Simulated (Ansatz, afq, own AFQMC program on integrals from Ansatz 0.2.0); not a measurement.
AFQMC on a folder of integrals that Ansatz 0.2.0 wrote.

```yaml
crystal:
  periodic: [false, false, false]
  atoms:
    - {symbol: N, position_ang: [0.000000, 0.000000, 0.000000]}
    - {symbol: C, position_ang: [0.000000, 0.000000, 1.160084]}
basis:
  gaussian: {orbitals: 6-31G}
magnetization: {spin_polarized: false, initial_magnetization: 1}
correlation: {method: ccsd_t, electrons: outside_noble_gas, hamiltonian_folder: ham}
```

```sh
$ ansatz run in.yaml --threads 1 --pin off --events-out ev --progress --plain --max-ram 16896MiB --backend cuda --devices 0, --max-vram 18GiB
```

afq runs on the folder ham with

```
--method phaseless --trial cisd --walkers 4000 --populations 20 --least-time 60 --time-step 0.005 --steps-per-block 50 --equilibration-blocks 28 --max-blocks 4000 --target-error 0.00018 --factor-cut 1e-05 --start spin_pure --seed 1791 --release-times 0.24,0.51,0.99,1.62,2.4 --release-step 0.03 --release-every 3 --taylor-order 6
```

Times are imaginary, in 1/Eh. The walk had a cap of 122 s. With eight or more populations the least sampling time is a fifth of least-time, and the error comes from their spread.

afq prints:

```
orbitals 16  electrons 5 4  factors 95 of 278
reference energy -92.14060080 Eh
CCSD correlation -0.21173185 Eh in 14 cycles, weight of the determinant in the CISD state 0.8458
energy of the start -92.352326 Eh
 block  time / (1/Eh)  mean weight  energy / Eh
     1     0.250  1.0000  -92.350312
     2     0.500  0.9999  -92.353209
     3     0.750  1.0003  -92.356283
     4     1.000  0.9999  -92.357823
     5     1.250  0.9999  -92.360072
     8     2.000  1.0001  -92.359542
    11     2.750  1.0000  -92.362034
    21     5.250  1.0001  -92.367172
    26     6.500  1.0000  -92.366456
    41    10.250  1.0002  -92.360214
    56    14.000  1.0001  -92.359898
    71    17.750  1.0001  -92.362097
    86    21.500  1.0000  -92.360942
   101    25.250  1.0002  -92.362637
   116    29.000  1.0000  -92.360211
   131    32.750  1.0002  -92.360699
   136    34.000  1.0000  -92.357040
   146    36.500  1.0002  -92.360822
   161    40.250  1.0001  -92.361594
   176    44.000  1.0003  -92.360584
   191    47.750  1.0000  -92.361581
   206    51.500  1.0000  -92.362071
   211    52.750  1.0001  -92.361037
error from the spread of 20 populations
released: time / (1/Eh)  energy / Eh  error  mean overlap
  0.24  -92.360950  0.000191  1.0003
  0.51  -92.361314  0.000132  1.0009
  0.99  -92.361851  0.000126  1.0030
  1.62  -92.362422  0.000162  1.0029
  2.40  -92.362619  0.000273  1.0077
energy -92.360233 +/- 0.000216 Eh
(rows thinned)
```

The run passed its tests (sampling time, drift between the halves within three errors, error under three times the target), which doesn't prove that it has relaxed, ending at its cap on processor time. The second half of the sampling lies above the first by 1.7 errors of their difference, so the energy may still be moving and its error bar be too small.

Against this walk (error 5.9 meV) on the same determinant: CCSD(T) 1.6 meV higher (within the noise), CCSDT(Q) 67.7 meV lower, CCSDTQ 61.0 meV lower, full CI 67.8 meV lower. The error is statistical and leaves out the bias of the constraint. The released energies are still falling (meV from the phaseless value at times in 1/Eh: -20 ± 5 at 0.24, -29 ± 4 at 0.51, -44 ± 3 at 0.99, -60 ± 4 at 1.62, -65 ± 7 at 2.40), so they give no level; they do show a bias of the constraint, and the last of them that isn't too noisy lies 3 meV above full CI. Full CI is exact here, so the walk's 68 meV above it is the walk's own error: the bias of the constraint with this trial, or a walk that hasn't relaxed.

Cautions: constraint bias not in the error; error above the target (5.9 against 4.9 meV); a spin-contaminated unrestricted determinant lies lower (UHF 573 meV lower, ⟨S²⟩ 1.22); strong correlation (T1 0.055, weight of the determinant 0.85, largest double 0.11).

The walk took 2 min on 1 × NVIDIA H100 80GB HBM3 with 2 threads of AMD EPYC 7R13 Processor (Zen 3), on a shared host (the card was shared). The log's last line is the phaseless energy.

CCSDT and higher add their correlation energy to the determinant of the CCSD(T) run, since their own runs factorise the integrals more tightly (a shift of under 2 meV). A walk keeps the symmetry of its determinant, which the program's search chose and which needn't be the lowest solution, so a lower state of the same spin and another symmetry isn't excluded.
